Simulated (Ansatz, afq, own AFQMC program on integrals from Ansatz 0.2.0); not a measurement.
## AlGeH2, doublet in cc-pVDZ, levels against CCSDT(Q)

```
atom    x (Å)    y (Å)    z (Å)
  Ge  -0.0108   0.0000   0.6644
  Al  -0.0327   0.0000  -1.7631
   H   0.8273  -1.0534  -0.3408
   H   0.8273   1.0534  -0.3408
```

Connectivity, by distances: Ge–Al, 2 bridging H.

Basis cc-pVDZ. Noble-gas cores (and the filled d shells of Ga–Kr and In–Xe) are frozen. Ansatz 0.2.0 and our own AFQMC program on the same integrals; the CISD trial comes from CCSD amplitudes, and released means the phaseless constraint is let go. Error bars are statistical, one sigma. No spin–orbit coupling.

Determinant: UHF, the one that the program's search chose, which needn't be the lowest solution. The geometry is a PBE0/def2-TZVP stationary point of this or a neighbouring charge and spin state.

No full CI on the walks' own integrals is used here; CCSDT(Q) serves as the reference and is uncertain by about the last step of the cluster series.

Cautions: no relativity below Rb; no spin-orbit coupling; inner d shell frozen; unrestricted determinant slightly spin contaminated (⟨S²⟩ 0.85 against 0.75).

- T1 diagnostic: 0.0329
- weight of the determinant in the CISD state: 0.850
- ⟨S²⟩ of the determinant: 0.847
- size of the correlated space: 9 electrons in 36 orbitals

Reference: CCSDT(Q), correlation energy -4.936 eV. The released energy is read at 2.40 1/Eh (meV from the phaseless value at times in 1/Eh: 6 ± 9 at 0.24, 1 ± 9 at 0.51, 2 ± 9 at 0.99, -5 ± 11 at 1.62, -5 ± 12 at 2.40).

```tsv
level	E − E(reference) (kcal/mol)	share of correlation (%)
HF	113.82	0.00
MP2	28.10	75.31
CCSD	5.38	95.28
CCSD(T)	1.14	99.00
CCSDT	0.26	99.77
ph-AFQMC/CISD	0.26 ± 0.22	99.77
released AFQMC	0.15 ± 0.28	99.87
```

A walk keeps the symmetry of its determinant, which the program's search chose and which needn't be the lowest solution, so a lower state of the same spin and another symmetry isn't excluded. Released energies are given only where the last usable release times agree within the noise; a slower fall can still hide under it.
